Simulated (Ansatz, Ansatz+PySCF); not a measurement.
```yaml
atoms:
  - { symbol: C, position_ang: [0.0000, 0.0000, -1.1034] }
  - { symbol: S, position_ang: [0.0000, 0.0000, 0.6315] }
  - { symbol: H, position_ang: [0.0000, -1.0041, -1.7418] }
  - { symbol: H, position_ang: [0.0000, 1.0041, -1.7418] }
```

RHF-MP2 on singlet CH2S was run in several spherical basis sets with Ansatz (development build ahead of 0.2.0). Frozen core: 6 orbitals. Caution for RHF-MP2: an unrestricted determinant lies well below; in another basis set an unrestricted determinant lies well below.

(1) Rank the basis sets by the total energy that they give, lowest first, with the distance from the lowest.
A. def2-SVP
B. 6-31G(d)
C. def2-TZVP
D. cc-pVTZ
E. cc-pVDZ

Answers

(1) D (0.00 eV), C (0.36 eV), E (2.48 eV), B (3.80 eV), A (7.00 eV).

Totals follow the description of the cores as much as that of the bonds, so this order isn't one of quality for chemistry.
